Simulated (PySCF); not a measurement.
PySCF input for tert-butyl cation (C₄H₉), SMILES [C+](C)(C)C, charge +1, TDA-LC-ωPBE/def2-SVPD. Geometry optimised at PBE-D3(BJ)/def2-SVP. A frequency run showed that this geometry is not a minimum.

```python
import numpy as np
from pyscf import gto, scf, dft, tdscf

mol = gto.M(
    atom='''
    C    -0.33213320    1.40258160    0.24946552
    C     0.00002243    0.00003230   -0.00003054
    C     1.35452779   -0.48802941    0.25847313
    C    -1.02241336   -0.91455414   -0.50787221
    H    -0.74451989    1.84116550   -0.69256594
    H     0.49540029    2.02145873    0.63780632
    H    -1.21577560    1.44593946    0.93216034
    H     2.08008940    0.15411917   -0.29821699
    H     1.52190917   -1.55588656    0.03420506
    H     1.61380245   -0.26308320    1.32247773
    H    -0.64186369   -1.38718966   -1.44660542
    H    -1.09152980   -1.79110688    0.18211127
    H    -2.01753444   -0.46559860   -0.67158761
    ''',
    basis='def2-SVPD',
    charge=1,
    spin=0,
    max_memory=1600,
    verbose=4,
)
mf = dft.RKS(mol, xc='lc_wpbe').density_fit(auxbasis='def2-universal-jkfit')
mf.grids.level = 3
mf.conv_tol = 1e-9
mf.max_cycle = 100
mf.kernel()
mf.grids = dft.Grids(mol).set(level=1).build(with_non0tab=True)  # coarser grid for the response kernel
td = tdscf.TDA(mf)
td.singlet = True
td.nstates = 10
td.conv_tol = 1e-4
td.positive_eig_threshold = 1e-6
td.kernel(x0=td.get_init_guess(mf, 15))
td.analyze()
tt = tdscf.TDA(mf)
tt.singlet = False
tt.nstates = 4
tt.conv_tol = 1e-4
tt.positive_eig_threshold = 1e-6
tt.kernel(x0=tt.get_init_guess(mf, 9))
tt.analyze(verbose=3)
```

It prints:

```
PySCF version 2.14.0

[INPUT] verbose = 4
[INPUT] num. atoms = 13
[INPUT] num. electrons = 32
[INPUT] charge = 1
[INPUT] spin (= nelec alpha-beta = 2S) = 0
[INPUT] symmetry False subgroup None
[INPUT] Mole.unit = angstrom
[INPUT] Symbol           X                Y                Z      unit          X                Y                Z       unit  Magmom
[INPUT]  1 C     -0.332133200000   1.402581600000   0.249465520000 AA   -0.627640784875   2.650495091354   0.471421510322 Bohr   0.0
[INPUT]  2 C      0.000022430000   0.000032300000  -0.000030540000 AA    0.000042386557   0.000061038154  -0.000057712236 Bohr   0.0
[INPUT]  3 C      1.354527790000  -0.488029410000   0.258473130000 AA    2.559686551212  -0.922241925633   0.488443426259 Bohr   0.0
[INPUT]  4 C     -1.022413360000  -0.914554140000  -0.507872210000 AA   -1.932081236496  -1.728256850687  -0.959739383178 Bohr   0.0
[INPUT]  5 H     -0.744519890000   1.841165500000  -0.692565940000 AA   -1.406938686391   3.479298544998  -1.308759949802 Bohr   0.0
[INPUT]  6 H      0.495400290000   2.021458730000   0.637806320000 AA    0.936170870130   3.820003371811   1.205279265317 Bohr   0.0
[INPUT]  7 H     -1.215775600000   1.445939460000   0.932160340000 AA   -2.297482912929   2.732429572101   1.761527746781 Bohr   0.0
[INPUT]  8 H      2.080089400000   0.154119170000  -0.298216990000 AA    3.930799280611   0.291243021845  -0.563548436792 Bohr   0.0
[INPUT]  9 H      1.521909170000  -1.555886560000   0.034205060000 AA    2.875991517764  -2.940199479292   0.064638195474 Bohr   0.0
[INPUT] 10 H      1.613802450000  -0.263083200000   1.322477730000 AA    3.049644649652  -0.497155195974   2.499120715536 Bohr   0.0
[INPUT] 11 H     -0.641863690000  -1.387189660000  -1.446605420000 AA   -1.212946583403  -2.621408540229  -2.733688054111 Bohr   0.0
[INPUT] 12 H     -1.091529800000  -1.791106880000   0.182111270000 AA   -2.062692378801  -3.384701463024   0.344140424497 Bohr   0.0
[INPUT] 13 H     -2.017534440000  -0.465598600000  -0.671587610000 AA   -3.812587538478  -0.879853837981  -1.269116651551 Bohr   0.0

nuclear repulsion = 126.524286265897
number of shells = 68
number of NR pGTOs = 210
number of NR cGTOs = 152
basis = def2-SVPD
ecp = {}


[settings echo left out]
init E= -157.929118464101
  HOMO = -0.399223856330433  LUMO = -0.104549944673378  gap/eV = 8.01849
cycle= 1 E= -157.290726499044  delta_E= 0.638  |g|= 0.385  |ddm|= 5.88
  HOMO = -0.737626961636769  LUMO = -0.321052790750475  gap/eV = 11.33556
cycle= 2 E= -157.319718654889  delta_E= -0.029  |g|= 0.277  |ddm|= 1.21
  HOMO = -0.706569699562223  LUMO = -0.235125016365743  gap/eV = 12.82866
cycle= 3 E= -157.338747664246  delta_E= -0.019  |g|= 0.0326  |ddm|= 0.55
  HOMO = -0.701092054925361  LUMO = -0.229927328651805  gap/eV = 12.82105
cycle= 4 E= -157.339114856465  delta_E= -0.000367  |g|= 0.00808  |ddm|= 0.139
  HOMO = -0.702930206476412  LUMO = -0.231005767104316  gap/eV = 12.84172
cycle= 5 E= -157.339133960906  delta_E= -1.91e-05  |g|= 0.00233  |ddm|= 0.0215
  HOMO = -0.702694863500183  LUMO = -0.230882292144304  gap/eV = 12.83867
cycle= 6 E= -157.339136342722  delta_E= -2.38e-06  |g|= 0.000464  |ddm|= 0.0096
  HOMO = -0.702757950123612  LUMO = -0.230900172124383  gap/eV = 12.83990
cycle= 7 E= -157.339136491423  delta_E= -1.49e-07  |g|= 0.000103  |ddm|= 0.00214
  HOMO = -0.702759487131062  LUMO = -0.23089920008794  gap/eV = 12.83997
cycle= 8 E= -157.339136500928  delta_E= -9.51e-09  |g|= 1.05e-05  |ddm|= 0.000681
  HOMO = -0.7027605426064  LUMO = -0.230900712727051  gap/eV = 12.83996
cycle= 9 E= -157.339136501003  delta_E= -7.5e-11  |g|= 1.2e-06  |ddm|= 0.000112
  HOMO = -0.702760409263447  LUMO = -0.230900611053506  gap/eV = 12.83996
Extra cycle  E= -157.339136501005  delta_E= -1.14e-12  |g|= 4.09e-07  |ddm|= 8.33e-06
converged SCF energy = -157.339136501005
tot grids = 42968
Overwritten attributes  positive_eig_threshold  of <class 'pyscf.tdscf.rks.TDA'>


******** <class 'pyscf.tdscf.rks.TDA'> for <class 'pyscf.df.df_jk.DFRKS'> ********
nstates = 10 singlet
deg_eia_thresh = 1.000e-03
wfnsym = None
conv_tol = 0.0001
eigh lindep = 1e-12
eigh level_shift = 0
eigh max_cycle = 100


Excitation energies (eV)
[ 5.95005352  5.95019591  6.68784953  7.49583485  7.49599415  8.90487508
  8.90503548  9.85607358 11.88168671 11.91108853]

** Singlet excitation energies and oscillator strengths **
Excited State   1:      5.95005 eV    208.37 nm  f=0.0000
      16 -> 17       -0.69441
Excited State   2:      5.95020 eV    208.37 nm  f=0.0000
      15 -> 17       -0.69441
Excited State   3:      6.68785 eV    185.39 nm  f=0.0119
      14 -> 17        0.70382
Excited State   4:      7.49583 eV    165.40 nm  f=0.2952
      12 -> 17        0.11019
      13 -> 17       -0.68934
Excited State   5:      7.49599 eV    165.40 nm  f=0.2953
      12 -> 17       -0.68931
      13 -> 17       -0.11019
Excited State   6:      8.90488 eV    139.23 nm  f=0.0000
       9 -> 17        0.14695
      10 -> 17        0.67742
Excited State   7:      8.90504 eV    139.23 nm  f=0.0000
       9 -> 17       -0.67738
      10 -> 17        0.14700
Excited State   8:      9.85607 eV    125.79 nm  f=0.0000
      11 -> 17       -0.68499
Excited State   9:     11.88169 eV    104.35 nm  f=0.0259
       8 -> 17        0.68141
Excited State  10:     11.91109 eV    104.09 nm  f=0.1114
      14 -> 19       -0.15222
      16 -> 18        0.65920
      16 -> 21        0.10748

** Transition electric dipole moments (AU) **
state          X           Y           Z        Dip. S.      Osc.
  1         0.0003     -0.0037     -0.0008      0.0000      0.0000
  2         0.0035      0.0002      0.0010      0.0000      0.0000
  3        -0.0758     -0.0634      0.2504      0.0725      0.0119
  4        -0.7870     -0.8914     -0.4400      1.6076      0.2952
  5         0.9337     -0.8557      0.0633      1.6079      0.2953
  6         0.0001     -0.0001     -0.0000      0.0000      0.0000
  7         0.0002     -0.0001      0.0001      0.0000      0.0000
  8         0.0001      0.0000     -0.0001      0.0000      0.0000
  9        -0.0890     -0.0701      0.2757      0.0888      0.0259
 10         0.2190      0.5432      0.1969      0.3818      0.1114

** Transition velocity dipole moments (imaginary part, AU) **
state          X           Y           Z        Dip. S.      Osc.
  1        -0.0000     -0.0001     -0.0000      0.0000      0.0000
  2         0.0001     -0.0000      0.0000      0.0000      0.0000
  3         0.0020      0.0023     -0.0077      0.0001      0.0002
  4        -0.1338     -0.1051     -0.0630      0.0329      0.0797
  5         0.1129     -0.1420     -0.0029      0.0329      0.0797
  6        -0.0001      0.0005      0.0001      0.0000      0.0000
  7        -0.0005     -0.0001     -0.0001      0.0000      0.0000
  8         0.0000      0.0000      0.0000      0.0000      0.0000
  9         0.0140      0.0162     -0.0707      0.0055      0.0083
 10         0.0975      0.2421      0.0852      0.0754      0.1148

** Transition magnetic dipole moments (imaginary part, AU) **
state          X           Y           Z
  1        -1.0550      0.4041     -0.1937
  2         0.3347      1.0400      0.3467
  3         0.0001     -0.0000     -0.0001
  4         0.0036      0.0022      0.0015
  5         0.0028     -0.0034     -0.0000
  6         0.3540     -0.2838      0.0287
  7        -0.2596     -0.3394     -0.1556
  8        -0.0179     -0.0177      0.0598
  9        -0.0001     -0.0009     -0.0006
 10         0.0276      0.0039      0.0055


******** <class 'pyscf.tdscf.rks.TDA'> for <class 'pyscf.df.df_jk.DFRKS'> ********
nstates = 4 triplet
deg_eia_thresh = 1.000e-03
wfnsym = None
conv_tol = 0.0001
eigh lindep = 1e-12
eigh level_shift = 0
eigh max_cycle = 100


Excitation energies (eV)
[5.28339436 5.28348124 6.2711979  6.27123053]

** Triplet excitation energies and oscillator strengths **
Excited State   1:      5.28339 eV    234.67 nm  f=0.0000
Excited State   2:      5.28348 eV    234.66 nm  f=0.0000
Excited State   3:      6.27120 eV    197.70 nm  f=0.0000
Excited State   4:      6.27123 eV    197.70 nm  f=0.0000
```

Self-consistency was reached.

Cost: about 2.5 core-minutes (a rough figure).
